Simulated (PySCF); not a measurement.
Species: C3H4F2.
Atom-mapped SMILES: `[F:1]/[CH:2]=[CH:3]\[CH2:4][F:5]` (hydrogens: H6 on C2; H7 on C3; H8, H9 on C4)

Theory: PySCF 2.14.0, PBE0-D3(BJ)/def2-SVP geometry optimisation, gas phase.

**Question.** Give the optimised bond lengths and angles.

**Answer.** 
| bond | length (pm) |
| --- | --- |
| F1–C2 | 133.1 |
| C2=C3 | 133.0 |
| C3–C4 | 148.9 |
| C4–F5 | 137.5 |
| C2–H6 | 109.4 |
| C3–H7 | 109.3 |
| C4–H8, C4–H9 | 110.3 |

Bonds in one row agree within 1 pm and their mean is given. A selection of angles:
| angle | degrees |
| --- | --- |
| F1–C2–C3 | 122.8 |
| F1–C2–H6 | 112.6 |
| C3–C2–H6 | 124.7 |
| C2–C3–C4 | 124.6 |
| C2–C3–H7 | 117.5 |
| C4–C3–H7 | 117.9 |
| C3–C4–F5 | 110.5 |
| C3–C4–H8 | 110.3 |
| C3–C4–H9 | 110.7 |
| F5–C4–H8 | 107.8 |
| F5–C4–H9 | 109.2 |
| H8–C4–H9 | 108.3 |

Torsions: F1–C2–C3–C4 0° (synperiplanar); C2–C3–C4–F5 128° (anticlinal). The mirror-image conformer, all signs reversed, is as good.

Of the pairs four or more bonds apart, F1···H9 is among the closest relative to their van der Waals radii: 2.49 Å, 93 % of the sum of Bondi's values. The C–C distances run from 1.330 Å (C2=C3, drawn double) to 1.489 Å (C3–C4, drawn single), a spread of 0.159 Å. The 2 C–F bonds span 1.331 Å (F1–C2, drawn single) to 1.375 Å (C4–F5, drawn single), a spread of 0.044 Å.

Point group: C1 (no symmetry element, even within 0.4 Å). Whether it is a minimum is left open (no frequencies). One conformer, not necessarily the lowest.

Time: 48 s; peak memory 0.38 GiB. Hardware: one thread, Arm Neoverse N1 (aarch64), on a shared host. This is the geometry optimisation.
